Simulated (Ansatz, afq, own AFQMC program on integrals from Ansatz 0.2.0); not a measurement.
AFQMC on a folder of integrals that Ansatz 0.2.0 wrote.

```yaml
crystal:
  periodic: [false, false, false]
  atoms:
    - {symbol: N, position_ang: [0.000346, -0.000071, -0.066679]}
    - {symbol: H, position_ang: [0.938533, 0.012953, 0.313733]}
    - {symbol: H, position_ang: [-0.482601, 0.808210, 0.305505]}
    - {symbol: H, position_ang: [-0.460745, -0.820176, 0.307354]}
basis:
  gaussian: {orbitals: 6-31G}
magnetization: {spin_polarized: false}
correlation: {method: ccsd_t, electrons: outside_noble_gas, hamiltonian_folder: ham}
```

```sh
$ ansatz run in.yaml --threads 1 --pin off --events-out ev --progress --plain --max-ram 16896MiB --backend cuda --devices 0, --max-vram 18GiB
```

Options of the walk:

```
--method free --trial cisd --walkers 4000 --time-step 0.03 --max-blocks 4000 --target-error 0.00034 --factor-cut 1e-05 --seed 9343 --times 0,0.3,0.6,1.2,1.8,2.4,3.6,4.8,6 --taylor-order 8
```

Times are imaginary, in 1/Eh. The walk had a cap of 61 s.

afq prints:

```
orbitals 14  electrons 4 4  factors 88 of 228
reference energy -56.16137449 Eh
CCSD correlation -0.12860188 Eh in 9 cycles, weight of the determinant in the CISD state 0.9512
repeat  energy at the last time / Eh  error
    10  -56.291944  0.000082
    20  -56.291856  0.000078
    30  -56.291825  0.000055
time / (1/Eh)  energy / Eh  error  mean overlap
  0.00  -56.290044  0.000063  1.0516
  0.30  -56.291295  0.000028  1.0529
  0.60  -56.291637  0.000033  1.0534
  1.20  -56.291792  0.000033  1.0545
  1.80  -56.291780  0.000029  1.0557
  2.40  -56.291793  0.000028  1.0571
  3.60  -56.291794  0.000031  1.0621
  4.80  -56.291789  0.000033  1.0702
  6.00  -56.291820  0.000053  1.0749
energy -56.291820 +/- 0.000053 Eh
```

The run passed its tests (error under three times the target), which doesn't prove that it has relaxed.

Against this walk (error 1.5 meV) on the same determinant: CCSD(T) 11.6 meV higher, CCSDT(Q) 0.1 meV lower (within the noise), CCSDTQ 0.3 meV higher (within the noise), full CI 0.1 meV lower (within the noise). The error is statistical, and a free projection of finite length keeps a remainder of its start.

Cautions: remainder of the start not in the error.

The walk took 8.3 s on 1 × NVIDIA H100 80GB HBM3 with 2 threads of AMD EPYC 7R13 Processor (Zen 3), on a shared host (the card was shared). The log's last line is the free-projection energy.

CCSDT and higher add their correlation energy to the determinant of the CCSD(T) run, since their own runs factorise the integrals more tightly (a shift of under 2 meV). A walk keeps the symmetry of its determinant, which the program's search chose and which needn't be the lowest solution, so a lower state of the same spin and another symmetry isn't excluded.
